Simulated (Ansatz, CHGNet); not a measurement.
## Ladder of methods for the equilibrium lattice constant a of hcp Tc

Reference value: 2.741 Å (measured, 293 K, no zero-point or thermal correction; as tabulated in Wikipedia's data pages).

Problem. Put these levels in order of the equilibrium lattice constant a that they give for hcp Tc, smallest first: CHGNet-r²SCAN (CHGNet), LDA (Ansatz, a first-principles code), PBE0 (Ansatz), r²SCAN (Ansatz).

Solution. LDA (2.710 Å), PBE0 (2.719 Å), r²SCAN (2.736 Å), CHGNet-r²SCAN (2.751 Å)

Differences against the reference: CHGNet-r²SCAN +0.36 %, LDA -1.13 %, r²SCAN -0.18 %, PBE0 -0.80 %.

The measured value isn't corrected to a static lattice, so vibrations enter the comparison. A static lattice is as a rule a little smaller than the measured one.  Cutoffs and k meshes differ between the levels. Ansatz's density-functional and Hartree–Fock values are scalar-relativistic unless marked +SOC, with PAW data made under PBE.

Machine-learned potentials (CHGNet-r²SCAN) are trained on DFT data, which may include these solids.

Differences are worked out from the printed values.
